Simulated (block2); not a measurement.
**SiClF (SMILES F[Si]Cl): DMRG/ANO-RCC-MB**

Aim: the energy change on altering one bond length of SiClF at DMRG/ANO-RCC-MB, from 2 runs. 

Program for the calculation: block2 0.5.4.

3 further runs of the same task are left out: 3 set aside as unsound or not needed.

## (1) The structure to begin with

The species is SiClF (3 atoms), meant as a singlet with charge 0. As SMILES, `F[Si]Cl`. The coordinates come from a GFN2-xTB relaxation.

Bond lengths: F1–Si2 1.631 Å, Si2–Cl3 2.037 Å. Angles: F1–Si2–Cl3 97.3°.

## (2) The energy at DMRG/ANO-RCC-MB

integrals.py reads:

```python
from pyscf import ao2mo, cc, dft, gto, mcscf, mp, scf
from pyscf.tools import fcidump

geom = [
    ("F", (0.643570, -1.170880, 0.217180)),
    ("Si", (-0.631340, -0.346450, -0.379740)),
    ("Cl", (-0.012230, 1.517330, 0.162560)),
]
mol = gto.M(
    atom=geom,
    basis="ano-rcc-mb",
    verbose=4,
    max_memory=2000,
)
print("nao: %d" % (mol.nao))
mf = scf.RHF(mol)
mf.conv_tol = 1e-10
mf.max_cycle = 200
mf.kernel()
if not mf.converged:
    mf = mf.newton().run(mf.mo_coeff, mf.mo_occ)
print(f"E(HF): {mf.e_tot:.10f}")
# single-reference ladder for comparison
ref = mf
pt = mp.MP2(ref, frozen=11).run()
mycc = cc.CCSD(ref, frozen=11)
mycc.max_cycle = 150
mycc.kernel()
print("E(MP2): %.10f" % (pt.e_tot))
if mycc.converged:
    print(f"CCSD total energy: {mycc.e_tot:.10f}")
    print(f"E(CCSD(T)): {mycc.e_tot + mycc.ccsd_t():.10f}")
    print(f"T1 diagnostic: {mycc.get_t1_diagnostic():.4f}")
# a few density functionals on the same geometry and basis
ks = dft.RKS(mol, xc="bhandhlyp").set(conv_tol=1e-9, verbose=3).run()
if ks.converged:
    print("E(BHLYP): %.8f" % (ks.e_tot))
ks = dft.RKS(mol, xc="tpssh").set(conv_tol=1e-9, verbose=3).run()
if ks.converged:
    print("E(TPSSh): %.8f" % (ks.e_tot))
ks = dft.RKS(mol, xc="r2scan").set(conv_tol=1e-9, verbose=3).run()
if ks.converged:
    print("E(r2SCAN): %.8f" % (ks.e_tot))
# natural orbitals of MP2 give a compact matrix product state
occ_no, mo = mcscf.addons.make_natural_orbitals(mp.MP2(mf, frozen=11).run())
mf.mo_coeff = mo
# write the integrals of the correlated orbitals
cas = mcscf.CASCI(mf, 12, 18)
h1, ecore = cas.get_h1eff()
fcidump.from_integrals("FCIDUMP", h1, cas.get_h2eff(), 12, 18, nuc=ecore, ms=0)
# exact diagonalisation in the same space
ci = mcscf.CASCI(mf, 12, (9, 9))
ci.fix_spin_(ss=0)
ci.fcisolver.conv_tol = 1e-10
ci.fcisolver.max_cycle = 200
ci.kernel()
print("exact diagonalisation: %.10f" % (ci.e_tot))
```

block.conf reads:

```
sym c1
orbitals FCIDUMP
nelec 18
spin 0
irrep 1
occ 2 2 2 2 2 2 2 2 2 0 0 0
cbias 0.3
schedule
0 25 1E-07 1E-03
3 50 1E-07 1E-04
5 75 1E-07 1E-04
7 100 1E-07 1E-05
11 100 1E-08 0.0
end
maxiter 17
sweep_tol 1E-06
fiedler
mem 1g
num_thrds 1
prefix ./tmp
outputlevel 1
onepdm
```

Launch:

```
$ python integrals.py && block2main block.conf
```

Log:

```text
$ python integrals.py

[INPUT] verbose = 4
[INPUT] num. atoms = 3
[INPUT] num. electrons = 40
[INPUT] charge = 0
[INPUT] spin (= nelec alpha-beta = 2S) = 0
[INPUT] symmetry False subgroup None
[INPUT] Mole.unit = angstrom
[INPUT] Symbol           X                Y                Z      unit          X                Y                Z       unit  Magmom
[INPUT]  1 F      0.643570000000  -1.170880000000   0.217180000000 AA    1.216171041986  -2.212642524731   0.410410719733 Bohr   0.0
[INPUT]  2 Si    -0.631340000000  -0.346450000000  -0.379740000000 AA   -1.193059691483  -0.654695615856  -0.717604598542 Bohr   0.0
[INPUT]  3 Cl    -0.012230000000   1.517330000000   0.162560000000 AA   -0.023111350503   2.867338140586   0.307193878809 Bohr   0.0

[... 72 lines left out ...]
Init t2, MP2 energy = -847.331190367409  E_corr(MP2) -0.0466646227177353
[... 14 lines left out ...]
CCSD total energy: -847.3407603201
[... 23 lines left out ...]
converged SCF energy = -849.010448632315
[... 26 lines left out ...]
sorting_mo_energy = False
[... 54 lines left out ...]
integral sym error =            0
[... 52 lines left out ...]
DMRG Energy = -847.346413236139824
[... 17 lines left out ...]
Expectation | Direction =  forward | BRA bond dimension =  100 | KET bond dimension =  100
Time elapsed =      0.053
NPDM Sorting | Nsites =    12 | Nmaxops =  2 | DotSite = 2 | SymbolFree = T | Compressed = T | LowMem = F | Mem = 1.12 KB
Ttotal =      0.000

DMRG OCC =   2.000 2.000 1.997 1.993 1.985 1.988 1.977 1.977 1.946 0.065 0.039 0.034
```

It took 12 s on 1 thread of Arm Neoverse V2, shared host; peak memory 0.2 GiB.

## (3) The distorted shape: a single-point energy at DMRG/ANO-RCC-MB

integrals.py reads:

```python
from pyscf import ao2mo, cc, dft, gto, mcscf, mp, scf
from pyscf.tools import fcidump

geom = """
F     -0.099358    -3.407403    -0.433576
Si    -1.374268    -2.582973    -1.030496
Cl    -0.012230     1.517330     0.162560
"""
mol = gto.M(
    atom=geom,
    basis="ano-rcc-mb",
    verbose=4,
)
print("nao = %d" % (mol.nao))
mf = scf.RHF(mol)
mf.conv_tol = 1e-10
mf.max_cycle = 200
mf.kernel()
if not mf.converged:
    mf = mf.newton().run(mf.mo_coeff, mf.mo_occ)
print("E(HF) = %.10f" % (mf.e_tot))
# single-reference ladder for comparison
ref = mf
pt = mp.MP2(ref, frozen=11).run()
mycc = cc.CCSD(ref, frozen=11)
mycc.max_cycle = 150
mycc.kernel()
print(f"MP2 total energy = {pt.e_tot:.10f}")
if mycc.converged:
    print("E(CCSD) = %.10f" % (mycc.e_tot))
    print(f"E(CCSD(T)) = {mycc.e_tot + mycc.ccsd_t():.10f}")
    print(f"T1 diagnostic = {mycc.get_t1_diagnostic():.4f}")
# a few density functionals on the same geometry and basis
ks = dft.RKS(mol, xc="bhandhlyp").set(conv_tol=1e-9, verbose=3).run()
if ks.converged:
    print("E(BHLYP) = %.8f" % (ks.e_tot))
ks = dft.RKS(mol, xc="tpssh").set(conv_tol=1e-9, verbose=3).run()
if ks.converged:
    print(f"E(TPSSh) = {ks.e_tot:.8f}")
ks = dft.RKS(mol, xc="r2scan").set(conv_tol=1e-9, verbose=3).run()
if ks.converged:
    print("E(r2SCAN) = %.8f" % (ks.e_tot))
# rotate to MP2 natural orbitals
occ_no, mo = mcscf.addons.make_natural_orbitals(mp.MP2(mf, frozen=11).run())
mf.mo_coeff = mo
# FCIDUMP for the DMRG program
cas = mcscf.CASCI(mf, 12, 18)
h1, ecore = cas.get_h1eff()
fcidump.from_integrals("FCIDUMP", h1, cas.get_h2eff(), 12, 18, nuc=ecore, ms=0)
# FCI check
ci = mcscf.CASCI(mf, 12, (9, 9))
ci.fix_spin_(ss=0)
ci.fcisolver.conv_tol = 1e-10
ci.fcisolver.max_cycle = 200
ci.kernel()
print("exact diagonalisation = %.10f" % (ci.e_tot))
```

block.conf reads:

```
sym c1
orbitals FCIDUMP
nelec 18
spin 0
irrep 1
occ 2 2 2 2 2 2 2 2 2 0 0 0
cbias 0.2
schedule
0 50 1E-08 1E-04
2 75 1E-08 1E-04
5 100 1E-08 1E-05
9 100 1E-09 0.0
end
maxiter 15
sweep_tol 1E-07
fiedler
mem 1g
num_thrds 1
prefix ./tmp
outputlevel 2
```

Launch:

```
$ python integrals.py && block2main block.conf
```

Log:

```text
$ python integrals.py

[INPUT] verbose = 4
[INPUT] num. atoms = 3
[INPUT] num. electrons = 40
[INPUT] charge = 0
[INPUT] spin (= nelec alpha-beta = 2S) = 0
[INPUT] symmetry False subgroup None
[INPUT] Mole.unit = angstrom
[INPUT] Symbol           X                Y                Z      unit          X                Y                Z       unit  Magmom
[INPUT]  1 F     -0.099358000000  -3.407403000000  -0.433576000000 AA   -0.187759408285  -6.439058466021  -0.819339894184 Bohr   0.0
[INPUT]  2 Si    -1.374268000000  -2.582973000000  -1.030496000000 AA   -2.596990141754  -4.881111557146  -1.947355212460 Bohr   0.0
[INPUT]  3 Cl    -0.012230000000   1.517330000000   0.162560000000 AA   -0.023111350503   2.867338140586   0.307193878809 Bohr   0.0

[... 113 lines left out ...]
CCSD converged
[... 159 lines left out ...]
 <-- Site =    8-   9 .. Mmps =   35 Ndav =   3 E =   -847.2831809718 Error = 0.00e+00 FLOPS = 1.53e+09 Tdav = 0.00 T = 0.01
[... 41 lines left out ...]
 <-- Site =    6-   7 .. Mmps =   75 Ndav =  13 E =   -847.2856457041 Error = 1.04e-06 FLOPS = 3.49e+09 Tdav = 0.11 T = 0.14
[... 41 lines left out ...]
 <-- Site =    4-   5 .. Mmps =  100 Ndav =   2 E =   -847.2856542337 Error = 2.10e-09 FLOPS = 3.54e+09 Tdav = 0.02 T = 0.06
[... 41 lines left out ...]
 <-- Site =    2-   3 .. Mmps =  100 Ndav =   1 E =   -847.2856542456 Error = 5.25e-13 FLOPS = 1.73e+09 Tdav = 0.00 T = 0.02
[... 36 lines left out ...]
 <-- Site =    5-   6 .. Mmps =  100 Ndav =   3 E =   -847.2856543976 Error = 1.54e-09 FLOPS = 3.91e+09 Tdav = 0.07 T = 0.11
 <-- Site =    4-   5 .. Mmps =  100 Ndav =   2 E =   -847.2856543975 Error = 1.46e-11 FLOPS = 3.74e+09 Tdav = 0.03 T = 0.06
 <-- Site =    3-   4 .. Mmps =   75 Ndav =   1 E =   -847.2856543975 Error = 1.20e-14 FLOPS = 2.72e+09 Tdav = 0.01 T = 0.03
 <-- Site =    2-   3 .. Mmps =   30 Ndav =   1 E =   -847.2856543975 Error = 1.08e-16 FLOPS = 1.89e+09 Tdav = 0.00 T = 0.02
 <-- Site =    1-   2 .. Mmps =   10 Ndav =   1 E =   -847.2856543975 Error = 6.68e-20 FLOPS = 5.44e+08 Tdav = 0.00 T = 0.01
 <-- Site =    0-   1 .. Mmps =    3 Ndav =   1 E =   -847.2856543975 Error = 2.16e-19 FLOPS = 5.63e+07 Tdav = 0.00 T = 0.00
[... 8 lines left out ...]
Final canonical form =  CRRRRRRRRRRR 0
DMRG Energy = -847.285654415295994
```

It took 29 s on 1 thread of Arm Neoverse V2, shared host; peak memory 0.2 GiB.

## (4) Results

At DMRG/ANO-RCC-MB, 11 core orbitals frozen:

| quantity | value |
| --- | --- |
| run 1, DMRG/ANO-RCC-MB: total energy | -847.34641 Eh |
| run 1, DMRG/ANO-RCC-MB: T1 diagnostic of the CCSD step | 0.017 |
| distorted shape: total energy | -847.28565 Eh |
| distorted shape: T1 diagnostic of the CCSD step | 0.120 |
| energy change with the Si2–Cl3 bond stretched from 2.037 to 4.482 Å | 1.653 eV |

With the Si2–Cl3 bond stretched from 2.037 to 4.482 Å the energy rises by 1.65 eV (38 kcal/mol). The first shape isn't relaxed at this level, so the change isn't measured from a minimum. The minimal basis adds a large error of its own. The basis (run 1, DMRG/ANO-RCC-MB) was made for a relativistic Hamiltonian, but the run is non-relativistic. The T1 diagnostic (distorted shape) of 0.120 is above the customary mark for such species, so a single reference may not serve. The basis (distorted shape) was made for a relativistic Hamiltonian, but the run is non-relativistic.
